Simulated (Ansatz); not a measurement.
Isomers of C2H8N2, relaxed with PBE0-D4/def2-TZVP in Ansatz; electronic energies, one conformer each and not always the lowest. Functionals use def2-TZVPP; CBS adds triple-zeta CCSD(T) − MP2 to the MP2 limit of def2-TZVPP and def2-QZVPP.

Question: Order them by energy at frozen-core CCSD(T)/CBS, lowest first. (Estimate.)
A. `CCNN`
B. `CN(C)N`
C. `CNNC`

Answer: A (0.0 kJ/mol), B (17.1 kJ/mol), C (33.5 kJ/mol).

Question: How do B3LYP, HF/CBS(def2), B2PLYP, PBE-D4 place them (kJ/mol, against `CCNN`)? (Best estimate.)

Answer: Ansatz gave: 
| isomer | B3LYP | HF/CBS(def2) | B2PLYP | PBE-D4 |
| --- | --- | --- | --- | --- |
| `CN(C)N` | 16.4 | 18.7 | 15.8 | 14.9 |
| `CNNC` | 29.5 | 31.1 | 31.3 | 29.2 |

B3LYP here is the variant with VWN-RPA as its local correlation; programs differ in this.
